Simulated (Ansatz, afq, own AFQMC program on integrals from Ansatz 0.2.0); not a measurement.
# NH⁻, doublet → NH, triplet

```xyz
2

N     0.0000    0.0000    0.0000
H     0.0000    0.0000    1.0366
```

E(triplet, charge +0) − E(doublet, charge -1) at this geometry, on ROHF and UHF determinants.

Basis aug-cc-pVDZ. Noble-gas cores (and the filled d shells of Ga–Kr and In–Xe) are frozen. Ansatz 0.2.0 and our own AFQMC program on the same integrals; the CISD trial comes from CCSD amplitudes, and released means the phaseless constraint is let go. Error bars are statistical, one sigma. The errors of all members are added in quadrature.

Full CI on the same integrals is exact in this basis and with this determinant's frozen core.

Errors are counted within aug-cc-pVDZ, not against nature.

Cautions: NH⁻ (doublet): a spin-contaminated unrestricted determinant lies lower (UHF 574 meV lower, ⟨S²⟩ 1.77).

Reference (full CI): 0.076 eV.

```json
{"level": "HF", "vertical detachment energy (eV)": "-1.607", "error against FCI (eV)": "-1.683"}
{"level": "MP2", "vertical detachment energy (eV)": "0.116", "error against FCI (eV)": "0.040"}
{"level": "CCSD", "vertical detachment energy (eV)": "-0.054", "error against FCI (eV)": "-0.130"}
{"level": "CCSD(T)", "vertical detachment energy (eV)": "0.057", "error against FCI (eV)": "-0.019"}
{"level": "CCSDT", "vertical detachment energy (eV)": "0.065", "error against FCI (eV)": "-0.011"}
{"level": "CCSDT(Q)", "vertical detachment energy (eV)": "0.075", "error against FCI (eV)": "-0.001"}
{"level": "CCSDTQ", "vertical detachment energy (eV)": "0.076", "error against FCI (eV)": "0.000"}
{"level": "ph-AFQMC/CISD", "vertical detachment energy (eV)": "0.066 ± 0.004", "error against FCI (eV)": "-0.010 ± 0.004"}
{"level": "released AFQMC", "vertical detachment energy (eV)": "0.074 ± 0.004", "error against FCI (eV)": "-0.002 ± 0.004"}
```

Correlation beyond CCSD(T) adds 0.019 eV. The perturbative (T) step is worth +0.111 eV.

CCSDT and higher add their correlation energy to the determinant of the CCSD(T) run, since their own runs factorise the integrals more tightly (a shift of under 2 meV). A walk keeps the symmetry of its determinant, which the program's search chose and which needn't be the lowest solution, so a lower state of the same spin and another symmetry isn't excluded. Released energies are given only where the last usable release times agree within the noise; a slower fall can still hide under it.
